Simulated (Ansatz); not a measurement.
Band gap of some III–V compounds

Method: r²SCAN+SOC (Ansatz, a program for electronic structure; the runs differ in potentials, basis or settings). References are measured gaps from which a computed or estimated zero-point shift was taken out, by their sources or here, so that they lie as a rule above the printed measurements.

Values in eV.

| solid | reference | r²SCAN+SOC | error (eV) |
|---|---|---|---|
| wurtzite AlN | 6.51 | 4.83 | -1.68 |
| zinc-blende GaP | 2.43 | 1.82 | -0.61 |
| zinc-blende InP | 1.47 | 1.11 | -0.36 |
| wurtzite GaN | 3.68 | 2.31 | -1.37 |
| zinc-blende InSb | 0.26 | 0.01 | -0.25 |
| zinc-blende InAs | 0.44 | 0.11 | -0.33 |
| zinc-blende GaSb | 0.84 | 0.33 | -0.51 |
| zinc-blende BP | 2.2¶ (2.20–2.50) | 1.41 | -0.79 |
| zinc-blende GaAs | 1.57 | 0.91 | -0.66 |

Over these 9 solids the mean error is -0.73 eV, the mean absolute error 0.73 eV (median 0.61 eV), and the worst case wurtzite AlN at -1.68 eV; the value is below the reference in 9 of 9 cases.

¶ marks references of a special kind: zinc-blende BP, 2.2 eV (measured, zero-point renormalisation of 0.106 eV removed from the gap extrapolated to 0 K (as printed); the shift is computed, second of two values printed, our sources range from 2.20 to 2.50; as tabulated in X. Ren, F. Merz, H. Jiang et al., All-electron periodic G0W0 implementation …).

Brackets give the range of the sources taken for a reference, where it is wide; it can hold other temperatures.

Differences are worked out from the printed values.

Density-functional gaps are differences of (generalised) Kohn–Sham levels of a static lattice; semilocal ones lie below quasiparticle gaps as a rule. Measured gaps hold zero-point and thermal shifts unless a correction is named.

Cells: r²SCAN+SOC at the measured cell. Caveats: for solids of elements lighter than gallium the value without spin–orbit coupling stands in (wurtzite AlN, zinc-blende BP). Ansatz's density-functional and Hartree–Fock values are scalar-relativistic unless marked +SOC, with PAW data made under PBE.

Not in this set, of the III–V compounds with a reference value in our tables and a result at some level: 2 for no value at r²SCAN+SOC (not run, a failed fit, an unstable or unbound cell, or a value held back for tests); 2 for a reference of another kind, counted apart; 1 for sources at odds; 1 for a doubt noted on the run at r²SCAN+SOC. These can be a level's best or worst cases. At least 3 more with a reference value are held back for tests. Solids without a released value at any level aren't counted. Without +SOC, gaps count where the solid holds none of Ge, As, Se, Br, Sn, Sb, Te, I or the elements past barium, or holds Ge, As, Se or Br with a gap over 4 eV. Layered and molecular crystals are counted apart.

References as tabulated in, or derived from, Chen et al. (2018), doi:10.1103/physrevmaterials.2.073803; arXiv:2302.06325; Feneberg et al. (2010), doi:10.1103/physrevb.82.075208; X. Ren, F. Merz, H. Jiang et al., All-electron periodic G0W0 implementation ….
